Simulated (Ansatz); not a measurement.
## Pb: from a trial structure to a relaxed crystal

Method: DFT PBEsol, scalar-relativistic, plane waves, PAW in Ansatz. Cutoff 420 eV, Γ-centred k mesh, Gaussian smearing, no spin polarisation in the final step.

Pb was placed on the black phosphorus structure type (Cmce, No. 64), at a guessed volume.

```
CELL_PARAMETERS angstrom
1.97779 -6.27396 0.00000
1.97779 6.27396 0.00000
0.00000 0.00000 5.23427
ATOMIC_POSITIONS crystal
Pb 0.09800 0.90200 0.91000
Pb 0.59800 0.40200 0.59000
Pb 0.90200 0.09800 0.09000
Pb 0.40200 0.59800 0.41000
```

Cell and atoms relax at zero pressure; the relaxation can't lower the symmetry of the start. After a coarse first stage the cell is made exact in the group found at 0.06 Å.

Energies count from the standard state of Pb at the same level.

(1) What does it relax into?

(2) What are its volume, energy, density and gap?

Answers

(1) It ends in Fmmm (No. 69). Conventional cell: a = 3.428 Å, b = 5.870 Å, c = 12.312 Å. Pb is coordinated by 9 Pb at 3.29–3.43 Å.

Space group Fmmm (No. 69). a = 3.428 Å, b = 5.870 Å, c = 12.312 Å, α = 90.00°, β = 90.00°, γ = 90.00°
```
atom site symmetry x y z
  Pb    8i mm2  0.5000  0.0000  0.3663
```

(2) The volume per atom is 30.96 Å³, the density is 11.11 g/cm³ and the energy over the standard structure is 0.07 eV/atom. The gap on the 18×18×18 mesh is 0 eV (a metal).

The final run used a 18×18×18 mesh on its 2-atom cell and 0.10 eV smearing. The k mesh leaves about 4 meV/atom of noise in metals. Spin–orbit coupling is left out. A structure relaxed within its symmetry needn't be a true minimum. The steps took roughly 7 core-minutes in all.